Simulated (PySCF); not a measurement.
# C4H6 (CH3 ... C3H3): the cost of one run

Programs: PySCF 2.14.0, with routines of our own; each step states its level. All values are computed. Atoms count from 0.

## (1) The system as given

10 atoms, charge 0, high-spin multiplicity 3; geometry from: GFN2-xTB fragments, placed rigidly.

The system (radical pair): CH3···C3H3. The radical centres are 3.42 Å apart, face to face; the spin sites are atoms 0, 1, 2, 3 (1 unpaired) and atoms 4, 5, 6, 7, 8, 9 (1 unpaired).

## (2) Magnetic exchange: CASSCF and SC-NEVPT2/def2-SVP (2,2)

What the job is given:

```
{"job": {"kind": "cas", "basis": "def2-SVP", "active": "magnetic", "zfs": true}, "charge": 0, "high_spin_multiplicity": 3, "spin_sites": [[[0, 1, 2, 3], 1], [[4, 5, 6, 7, 8, 9], 1]]}
C      0.138400     0.322400    -2.006400
H      0.790300    -0.522800    -2.006600
H      0.544400     1.309600    -2.006600
H     -0.919700     0.180500    -2.006600
C      0.838400     0.322400     1.337600
C     -0.332100    -0.354100     1.337300
C     -1.388300    -0.963400     1.337700
H      0.849700     1.397200     1.337800
H      1.775100    -0.204700     1.337800
H     -2.296300    -1.487200     1.337800
```

Level: CASSCF and SC-NEVPT2/def2-SVP spin states, gas phase.

Launch:

```
> OMP_NUM_THREADS=1 python exch_run.py task.json out
```

One launch serves the whole session: the jobs run in the order shown.

**Question.** How long does this run take on 1 thread of Intel Xeon Platinum 8175M at 2.50GHz, shared host?

About 3.2 s.
